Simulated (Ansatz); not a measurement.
Wavefunction ladder for tetrafluoromethane

```xyz
5

F    -0.660    0.807   -0.806
C     0.000    0.000    0.000
F     0.814   -0.758   -0.707
F     0.699    0.713    0.860
F    -0.854   -0.762    0.653
```

Total charge 0; spin multiplicity 1. Geometry: relaxed with PBE0-D4/def2-TZVP. Frozen core, restricted reference, Ansatz. CBS rows extrapolate triple and quadruple zeta; past MP2 they add the triple-zeta difference.

```
     basis     HF (Eh)  MP2 corr.  CCSD corr.       (T)  CCSD(T) total
  def2-SVP           ?   -0.86000    -0.87016  -0.01584              ?
def2-TZVPP  -435.83996          ?           ?  -0.03472              ?
def2-QZVPP  -435.85879   -1.24977           –         –              –
 CBS(def2)           ?   -1.32914    -1.33111     as TZ              ?
```

Task: Fill in the withheld values. (An estimate is asked.)

Result: Ansatz gave: def2-SVP HF (Eh): -435.29455; def2-SVP CCSD(T) total: -436.18055; def2-TZVPP MP2 corr.: -1.14262; def2-TZVPP CCSD corr.: -1.14460; def2-TZVPP CCSD(T) total: -437.01928; CBS(def2) HF (Eh): -435.86138; CBS(def2) CCSD(T) total: -437.22721.
